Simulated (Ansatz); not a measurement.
# SiH2S (triplet): wave-function methods side by side, cc-pVDZ

Aim: climb from Hartree-Fock through coupled cluster for SiH2S (triplet) at one geometry and basis, and see what each rung misses.

The runs use Ansatz 0.2.0, Gaussian basis; cc-pVDZ, core rule «outside noble gas», up to 10 orbitals frozen.

Plan: UHF; CCSD(T) on ROHF; CCSD(T) on UHF; BCCD(T) on ROHF; CISD; CCSDT(Q) on ROHF; CCSDT(Q) on UHF.

5 further runs of the same task are left out: 4 for a known fault of the program, 1 set aside as unsound or not needed.

## Step 1: What is computed

The geometry is a PBE0/def2-TZVP stationary point (not a proven minimum) of the parent state, kept for this charge and spin.

4 atoms, charge 0, spin multiplicity 3.

Atoms are counted from 1 here; the program's logs count them from 0.

Bond lengths: Si1–S2 1.938 Å, Si1–H3 1.485 Å, Si1–H4 1.485 Å. Angles: S2–Si1–H3 125.0°, S2–Si1–H4 125.0°, H3–Si1–H4 109.9°.

## Step 2: UHF

in.yaml reads:

```yaml
crystal:
  periodic: [false, false, false]
  atoms:
    - {symbol: Si, position_ang: [0.000000, 0.000000, 0.971947]}
    - {symbol: S, position_ang: [0.000000, 0.000000, -0.966027]}
    - {symbol: H, position_ang: [0.000000, 1.216091, 1.824529]}
    - {symbol: H, position_ang: [0.000000, -1.216091, 1.824529]}
basis:
  gaussian: {orbitals: cc-pVDZ}
magnetization: {spin_polarized: true, initial_magnetization: 2}
hamiltonian: {xc: hf}
output: {orbitals: {seedname: orbitals}}
```

The run is started by

```bash
> ansatz run in.yaml --threads 1 --pin off --events-out ev --progress --plain --max-ram 3968MiB --backend cpu
```

The runs that follow: CCSD(T) on ROHF; CCSD(T) on UHF; BCCD(T) on ROHF; CISD; CCSDT(Q) on ROHF; CCSDT(Q) on UHF.

Q: Predict the results of all the runs planned. Wanted: UCCSDT(Q) below the RHF energy; RMP2 from UCCSDT(Q); UMP2 from UCCSDT(Q); RCCSD from UCCSDT(Q); RCCSD(T) from UCCSDT(Q); UCCSD(T) from UCCSDT(Q); RCCSDT(Q) from UCCSDT(Q); T1 diagnostic.

**Answer**, as computed:

```
                         quantity                                                   value
   UCCSDT(Q) below the RHF energy                                              -6.6635 eV
              RMP2 from UCCSDT(Q)                                             +1184.9 meV
              UMP2 from UCCSDT(Q)                                             +1223.9 meV
             RCCSD from UCCSDT(Q)                                              +211.5 meV
          RCCSD(T) from UCCSDT(Q)                                               +41.7 meV
          UCCSD(T) from UCCSDT(Q)                                               +42.6 meV
         RCCSDT(Q) from UCCSDT(Q)                                                +0.8 meV
levels within 1 kcal/mol (43 meV)  RCCSD(T), UCCSD(T), BCCD(T), RCCSDT, UCCSDT, RCCSDT(Q)
                    T1 diagnostic                                                   0.023
```

In words: RCCSD(T) lands +41.7 meV from the yardstick (0.6 % of the correlation energy). These misses are within one basis, not against nature; the frozen cores of restricted and unrestricted runs differ, which can shift their rows.
